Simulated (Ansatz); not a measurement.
Reaction (formal loss of a carbene): `COCCOC` → `COCOC` + `[CH2]` (triplet)

Isolated molecules relaxed with PBE0-D4/def2-TZVP in Ansatz; ΔE leaves out vibrations. CCSD(T)/CBS adds triple-zeta CCSD(T) − MP2 to the extrapolated MP2 energy (def2 sets, frozen cores). This one scheme is used for every species. Triplets are unrestricted, without spin–orbit coupling. Each species was taken in one conformer, which may not be the lowest.

```tsv
species	CCSD(T)/def2-SVP energy (Eh)
`COCCOC`	-307.78036
`COCOC`	-268.62446
`[CH2]` (triplet)	-39.00756
```

(1) Work out ΔE.

Largest T1 diagnostic among the species: 0.011.

Answers

(1) ΔE = (-268.62446) + (-39.00756) − (-307.78036) = 0.14834 Eh = +93.1 kcal/mol. CCSD(T)/CBS gives +96.9 kcal/mol.

Leaving LDA and LC-ωPBE aside and taking each functional with its dispersion term where it has one, the values, not all of them listed here, spread over 9.3 kcal/mol, from r2SCAN0-D4 to ωB97X-V. LDA lies +17.5 kcal/mol from PBE without D4. The D4 term adds +2.3 kcal/mol with B3LYP and +1.3 kcal/mol with PBE0; it sums over pairs of atoms, weighted by their polarisabilities, and B3LYP, whose exchange is more repulsive, gets the larger term.

B3LYP here is the variant with VWN-RPA as its local correlation; programs differ in this.
